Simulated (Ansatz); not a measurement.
Worked example: HAsF⁺, triplet against HAsF, quartet

Geometry (PBE0/def2-TZVP stationary point of a quartet), kept for both states (HAsF, quartet: Σ⁻; HAsF⁺, triplet: Π):

```xyz
3

F     0.0000    0.0000    1.7587
As    0.0000    0.0000   -0.0416
H     0.0000    0.0000   -1.7171
```

Basis cc-pVDZ; Ansatz 0.2.0. Only valence electrons are correlated (noble-gas cores and the filled d shells of p-block atoms frozen). Prefix R: restricted or restricted open-shell reference. No spin–orbit coupling is included, and no scalar relativity.

Full CI isn't at hand for all of this; RCCSDTQ serves as the reference, and is uncertain by about the last step of the cluster series.

| level | E(HAsF, quartet) (hartree) | E(HAsF⁺, triplet) (hartree) |
| --- | --- | --- |
| RCCSD(T) | -2334.388811 | -2334.036734 |
| PBE | -2335.739543 | -2335.390676 |
| PBE0 | -2335.802984 | -2335.442231 |
| RCCSDTQ | -2334.390175 | -2334.038868 |

Give the vertical gap, HAsF⁺ triplet less HAsF quartet, at each level in eV (1 hartree = 27.2114 eV), and each error against RCCSDTQ.

RCCSDTQ: (-2334.038868 − (-2334.390175)) × 27.2114 = 9.560 eV (the reference)
PBE0: (-2335.442231 − (-2335.802984)) × 27.2114 = 9.817 eV, error 0.257 eV
PBE: (-2335.390676 − (-2335.739543)) × 27.2114 = 9.493 eV, error -0.067 eV
RCCSD(T): (-2334.036734 − (-2334.388811)) × 27.2114 = 9.581 eV, error 0.021 eV

Total energies of functionals can't be set beside those of wave-function methods, since they hold the core's correlation and their own absolute errors; only the differences compare.

In so small a basis the reference is far from its limit while semilocal and hybrid functionals are nearer theirs, so the functionals' errors here hold much of the reference's basis and frozen-core error, which can add to them or hide them.

Each level lands on the state that its own search finds. T1 diagnostics of restricted CCSD: 0.026 and 0.040.
